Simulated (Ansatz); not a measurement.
The first iterations of a band of H₂OSSi (5 atoms, charge 0, multiplicity 1).

Method: RKS LDA/def2-SVP (Ansatz 0.2.0).

* movable images: 7
* climbing image: yes
* spring: 5.0 eV/Å²
* optimiser: quadratic models (default)
* start path: through a guess of the saddle point
* force threshold: 0.05 eV/Å
* iteration limit: 10
* end points: relaxed

First end point:

```xyz
5
Properties=species:S:1:pos:R:3
O -1.187 -0.658 -0.314
Si -0.962 0.972 -0.076
S 1.172 1.128 0.351
H -0.469 -1.318 -0.253
H 1.496 -0.198 0.250
```

Last end point:

```xyz
5
Properties=species:S:1:pos:R:3
O -1.457 -0.662 -0.364
Si -0.693 0.782 -0.049
S 1.329 0.038 0.249
H -0.972 -1.511 -0.371
H 1.842 1.279 0.494
```

| iteration | highest image above the first end (eV) | largest band force component (eV/Å) |
| --- | --- | --- |
| 1 | 70.023 | 359.640 |
| 2 | 28.519 | 148.030 |
| 3 | 14.830 | 77.297 |

Question: Does the band converge within its limit, and where does its top end?

Answer: It did not converge within its limit. It ended after 10 iterations with the highest image 0.379 eV above the first end. The band didn't meet its force threshold, so its energies are provisional: the largest band force was still 1.64 eV/Å, and over the last iterations the top moved between 0.35 and 0.46 eV.

Run time: 35 s on 1 CPU thread of a shared host.
